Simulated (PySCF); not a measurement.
**Which determinant of SiN⁺ lies lowest?**

Unrestricted PBE0; basis Si 6-311G(d,p), N 6-311G(d,p); no relativity; PySCF 2.14. Outer shells of the fragments: Si+ 3s2 3p1; N 2s2 2p3.

Followed along the bond (rough minima from three points):

```tsv
2Ms+1	unpaired	⟨S²⟩ at the start	R at minimum (Å)	Te (eV)
3	π ↑↑	2.01	1.80	0.00
3	σ ↑, π ↑	2.13	1.67	0.19
1	π ↑↓	1.00	1.79	0.50
1	σ ↓, π ↑	1.02	1.66	0.58
5	σ ↑, π ↑↑↑	6.01	none in the scan	≤ 2.13
```

Solutions found at the starting distance of 1.870 Å, counted from the lowest of them; the search is not exhaustive and high or unbound solutions are not listed, so other states can lie among these:

| 2Ms+1 | unpaired | term | E (eV) | ⟨S²⟩ | ⟨Lz²⟩ | μ (D) |
| --- | --- | --- | --- | --- | --- | --- |
| 3 | π ↑↑ | ³Σ⁻ | 0.00 | 2.01 | 0.00 | -2.89 |
| 1 | π ↑↓ | mixed | 0.51 | 1.00 | 2.01 | -2.79 |
| 3 | σ ↑, π ↑ | ³Π | 0.53 | 2.13 | 1.01 | -2.92 |
| 1 | σ ↓, π ↑ | mixed | 1.02 | 1.02 | 1.03 | -3.41 |
| 1 | none | mixed | 1.92 | 0.00 | 2.00 | -2.46 |
| 5 | σ ↑, π ↑↑↑ | ⁵Π | 2.28 | 6.01 | 1.00 | -1.31 |
| 3 | σ ↑, π ↑↑↓ | mixed | 3.23 | 3.01 | 3.01 | -1.67 |
| 3 | σ ↓, π ↑↑↑ | mixed | 3.33 | 3.03 | 1.01 | -1.27 |
| 3 | π ↑↑ | mixed | 4.84 | 2.12 | 2.01 | -3.00 |
| 3 | π ↑↑ | mixed | 5.28 | 2.07 | 2.00 | -3.11 |
| 3 | π ↑↑ | mixed | 5.44 | 2.01 | 2.01 | 1.31 |
| 5 | σ ↑↑, π ↑↑ | ⁵Σ⁻ | 5.73 | 6.00 | 0.00 | -0.88 |
| 5 | σ ↑↑, π ↑↑ | mixed | 6.02 | 6.01 | 2.01 | -2.91 |
| 5 | σ ↑↑, π ↑↑ | mixed | 6.53 | 6.01 | 2.00 | -3.22 |

A term symbol is given only where ⟨S²⟩ and ⟨Lz²⟩ are close to those of a pure state; real π, δ and φ orbitals otherwise mix terms. A positive dipole points towards N; it is taken about the centre of mass and depends on that origin.

Task: Compare the gap between the two lowest followed solutions at the starting distance with the gap between their minima.

Result: At PBE0 the second solution (triplet, unpaired electrons σ ↑, π ↑) lies +0.53 eV from the first (triplet, unpaired electrons π ↑↑) at 1.870 Å and +0.19 eV at the minima; the two curves relax by different amounts, since their minima lie near 1.67 and 1.80 Å.
